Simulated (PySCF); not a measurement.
How the method moves the gas-phase deprotonation enthalpies of 1-butyne

Structure: `C#CCC` (C4H6). Coordinates in Å; atoms count from 1 in this order:
```
C     2.3075    0.0558    0.0609
C     1.1388   -0.2571    0.1390
C    -0.2744   -0.6067    0.2223
C    -1.2061    0.5091   -0.2477
H     3.3449    0.3269   -0.0067
H    -0.5093   -0.8799    1.2652
H    -0.4477   -1.5189   -0.3737
H    -2.2569    0.1944   -0.1639
H    -1.0086    0.7719   -1.2973
H    -1.0701    1.4173    0.3573
```

All levels share the PBE0-D3(BJ)/ma-def2-SVP structures and the PBE0-D3(BJ)/ma-def2-SVP thermal terms; only the single-point energies (PySCF) change. Values are gas-phase deprotonation enthalpies (298 K, kJ/mol).

| level | C3 | C1 | C4 | time |
| --- | --- | --- | --- | --- |
| HSE06/ma-def2-TZVP | 1593 | 1601 | 1710 | 75 s |
| PBE0-D3(BJ)/ma-def2-TZVP | 1595 | 1602 | 1712 | – |
| PBE0-D3(BJ)/6-311+G** | 1597 | 1600 | 1713 | 18 s |
| PBE0-D3(BJ)/def2-SVPD | 1598 | 1606 | 1722 | 17 s |
| B97-2/ma-def2-TZVP | 1604 | 1610 | 1720 | 33 s |
| M06-L/ma-def2-TZVP (grid 3) | 1605 | 1614 | 1721 | 2.1 min |
| PBE0-D3(BJ)/cc-pVTZ | 1612 | 1621 | 1738 | 39 s |
| ωB97X-D3(BJ)/ma-def2-TZVP | 1616 | 1605 | 1725 | 39 s |
| PBE0-D3(BJ)/def2-SV(P) | 1619 | 1629 | 1757 | 8.7 s |
| PBE0-D3(BJ)/6-31G* | 1651 | 1665 | 1792 | 9.4 s |

Times are wall times for all single points of a level on 1 thread of Arm Neoverse N1, a shared host; the dash marks the run that also made the structures. HSE06, M06-L ran on a slower path of this set-up, which computes the density-fitting integrals anew in every SCF cycle while the other levels store them. So the times needn't show the usual order of cost, and those levels read slower than they are.

The widest spread is that of C4: 83 kJ/mol, from 1710 to 1792.

Known limits: the order of C3 and C1 is undecided: the gaps lie inside the method's error (some 10 kJ/mol, one structure a species).

Bases without diffuse functions serve anions poorly.

Differences come from unrounded values, so a last digit can differ from that of the printed terms.
